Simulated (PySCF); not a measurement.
Job file and geometry (Å, from GFN2-xTB) of an NMR shielding run on ethanethiol, C₂H₆S, PySCF 2.14.0, density-fitted response routines, GIAO PBE0/pcSseg-1 NMR shielding, non-relativistic, gas phase; density fitting, a coarse starting grid and PySCF grid level 2 are the driver's defaults:

```
{"job": {"kind": "nmr", "xc": "PBE0", "basis": "pcSseg-1"}, "charge": 0, "multiplicity": 1}
C     -0.792617     0.531214     0.101105
C      0.097986    -0.677518    -0.109450
S      1.715544    -0.499828     0.726176
H     -1.763720     0.359117    -0.359286
H     -0.349372     1.419492    -0.346002
H     -0.938828     0.715437     1.163098
H     -0.340832    -1.571827     0.331774
H      0.288173    -0.859515    -1.167313
H      2.097228     0.589421     0.061959
```

Q: What does the program print?

A: 
```
coarse grid: 7520 points
cycle   1  E = -477.7028061275  dE =  7.868e-02  |g| = 2.617e-01  |ddm| = 2.465e+00
cycle   2  E = -477.7058087077  dE = -3.003e-03  |g| = 2.583e-01  |ddm| = 5.316e-01
cycle   3  E = -477.7231859308  dE = -1.738e-02  |g| = 2.642e-02  |ddm| = 2.377e-01
cycle   4  E = -477.7233243107  dE = -1.384e-04  |g| = 1.485e-02  |ddm| = 4.745e-02
cycle   5  E = -477.7233788267  dE = -5.452e-05  |g| = 2.776e-03  |ddm| = 1.725e-02
cycle   6  E = -477.7233803720  dE = -1.545e-06  |g| = 9.566e-04  |ddm| = 2.610e-03
final grid: 66400 points
cycle   7  E = -477.7438283894  dE = -1.512e-05  |g| = 6.655e-03  |ddm| = 1.815e-02
cycle   8  E = -477.7438221695  dE =  6.220e-06  |g| = 8.218e-03  |ddm| = 1.206e-02
cycle   9  E = -477.7438391520  dE = -1.698e-05  |g| = 5.255e-04  |ddm| = 7.230e-03
cycle  10  E = -477.7438392218  dE = -6.982e-08  |g| = 1.191e-04  |ddm| = 5.774e-04
cycle  11  E = -477.7438392251  dE = -3.328e-09  |g| = 2.353e-05  |ddm| = 9.876e-05
cycle  12  E = -477.7438392252  dE = -1.239e-10  |g| = 5.613e-06  |ddm| = 2.648e-05
converged SCF energy = -477.7438392252

GIAO shielding tensors (ppm)
atom      isotropic    diamagn.    paramagn.     s11        s22        s33       span
  0 C      163.140     248.102     -84.961    145.547    156.855    187.018     41.471
  1 C      159.947     248.398     -88.451    143.633    163.368    172.839     29.205
  2 S      567.099    1055.209    -488.110    403.838    504.311    793.147    389.309
  3 H       30.212      29.691       0.521     25.359     27.217     38.059     12.700
  4 H       30.716      30.673       0.042     26.893     29.267     35.988      9.095
  5 H       30.247      29.873       0.374     26.689     28.582     35.471      8.783
  6 H       29.644      30.029      -0.385     24.172     28.258     36.501     12.329
  7 H       28.847      30.370      -1.523     22.490     28.302     35.749     13.259
  8 H       30.342      30.167       0.175     23.601     28.577     38.847     15.246
```

Q: Turn these shieldings into chemical shifts. Shifts are taken against calculated references (same method and geometry level): $^{13}$C (σref 186.93) and $^{1}$H (σref 31.72) vs TMS; $^{33}$S (σref 503.73) against CS2.

A: Averaging equivalent atoms: C 1: 27.0; C 0: 23.8; S 2: -63; H 6/7: 2.47; H 8: 1.38; H 3/4/5: 1.33 ppm. 

Size and cost of the density-fitted run: 88 basis functions, roughly 3 core-seconds.
